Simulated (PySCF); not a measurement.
A structure optimised at PBE-D3(BJ)/def2-SVP, used in a PySCF frequency run:

```xyz
4

B      0.0000     0.0000     0.0000
Cl     1.7526     0.0000     0.0000
Cl    -0.8763    -1.5178     0.0000
Cl    -0.8763     1.5178     0.0000
```
Charge 0, spin multiplicity 1.

**Question.** Write its SMILES, formula and point group.

**Answer.** ClB(Cl)Cl, BCl3, D3h

**Question.** What are its rotational constants (standard atomic weights)?

**Answer.** 3.0940, 3.0940, 1.5470 GHz
